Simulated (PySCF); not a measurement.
## Relaxation of singlet SO₂(OH)₂

All numbers come from PBE0 in PySCF with S def2-SVP, O def2-SVP, H def2-SVP; no relativity; density-fitted integrals. A (50,194) grid was used.

A hand-made see-saw (ligand arrangement 2) (heavy-atom frame) start, with no symmetry imposed:

```xyz
7
charge 0 multiplicity 1, angstrom
S     0.0453    0.0402   -0.3802
O     0.0453    1.5445   -0.2486
O     1.2352    0.0402    0.5494
O     0.0453   -1.6135   -0.2355
O    -1.2628    0.0402    0.6418
H    -0.6901   -2.2282   -0.1817
H    -1.7491    0.7756    1.0217
```

Optimiser trace:
```csv
step,E − E(last) (kJ/mol),largest gradient (Eh/bohr)
0,629.31,0.12637
2,288.71,0.12180
4,113.64,0.10849
6,29.01,0.05456
8,11.62,0.01896
10,8.01,0.00781
12,6.08,0.00697
14,2.39,0.01316
16,1.62,0.00593
18,0.99,0.00332
20,0.30,0.00440
22,0.13,0.00494
24,0.01,0.00054
26,0.00,0.00005
```

It ends at C1 with O–H 0.970 Å (×2), S–O 1.431 Å, S–O 1.447 Å, S–O 1.598 Å, S–O 1.615 Å; H–O–S 107.0°, H–O–S 109.0°, O–S–O 98.9°, O–S–O 105.9°, O–S–O 106.8°, O–S–O 109.5°, O–S–O 109.8°, O–S–O 123.3° (after a last refinement on a finer grid). A frequency run shows a minimum. Other isomers or separated fragments may lie lower.

The relaxation took roughly 110 core-seconds on a shared host.
